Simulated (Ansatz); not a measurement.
```yaml
crystal:
  periodic: [false, false, false]
  atoms:
    - {symbol: B, position_ang: [-1.386246, -0.254451, -0.003056]}
    - {symbol: Mg, position_ang: [0.687679, 0.075077, 0.001389]}
    - {symbol: H, position_ang: [-1.713728, 0.918817, -0.000703]}
basis:
  gaussian: {orbitals: def2-TZVP}
hamiltonian: {xc: pbe0}
relax: {f_tol: 0.004, max_steps: 80}
```

```sh
$ ansatz run in.yaml --threads 1 --pin off --events-out ev --progress --plain --max-ram 2176MiB
```

Steps of the relaxation (energy above the last step; positions in Å, forces in eV/Å):

```
3
step 1, 251.9 meV
B    -1.386   -0.254   -0.003   -1.611   -0.527   -0.004
Mg    0.688    0.075    0.001    1.887    0.196    0.004
H    -1.714    0.919   -0.001   -0.276    0.331    0.000
```

```
3
step 2, 56.5 meV
B    -1.410   -0.233   -0.003   -0.672   -0.033   -0.001
Mg    0.812    0.040    0.002    0.747    0.050    0.001
H    -1.815    0.932   -0.001   -0.075   -0.016    0.000
```

```
3
step 3, 2.1 meV
B    -1.427   -0.197   -0.003   -0.170    0.112    0.000
Mg    0.938   -0.001    0.002    0.079    0.022    0.000
H    -1.924    0.937   -0.001    0.091   -0.134    0.000
```

```
3
step 5, 0.0 meV
B    -1.446   -0.205   -0.003   -0.003    0.012    0.000
Mg    0.941    0.008    0.002   -0.001   -0.001    0.000
H    -1.907    0.937   -0.001    0.004   -0.012    0.000
```

```
3
step 6, 0.0 meV
B    -1.445   -0.205   -0.003    0.000    0.000    0.000
Mg    0.941    0.007    0.002    0.000    0.000    0.000
H    -1.908    0.937   -0.001    0.000    0.000    0.000
```

Close pairs at the end: B1–H3 1.232 Å, B1–Mg2 2.396 Å.

A stationary point of restricted PBE0 after 6 steps (its stability towards spin polarisation wasn't tested); no frequencies were run, so it isn't proven a minimum. 7 s on 1 thread of Arm Neoverse V1, shared host.
